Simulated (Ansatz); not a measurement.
Zinc-blende CdSe was calculated with r²SCAN in Ansatz (PAW).

Total energies, extrapolated to zero smearing (they compare only within this program, potentials and cutoff; free atoms with spin allowed, lowest state found):

```
system                     energy (eV/atom)
-------------------------  ----------------
zinc-blende CdSe, relaxed        -6873.9189
free Cd atom                     -8267.1120
free Se atom                     -5475.5993
```

Q: Work out the cohesive energy per atom.

A: E_coh = [1 × (-8267.1120) + 1 × (-5475.5993)]/2 − (-6873.9189) = 2.56 eV/atom. The reference value is 2.46 eV/atom (measured, temperature not stated, not corrected to a static lattice; as tabulated in Verma et al. (2010), arXiv:1001.1248), a difference of +0.10 eV/atom.

The PAW data were made under PBE.

Ansatz is a first-principles code.
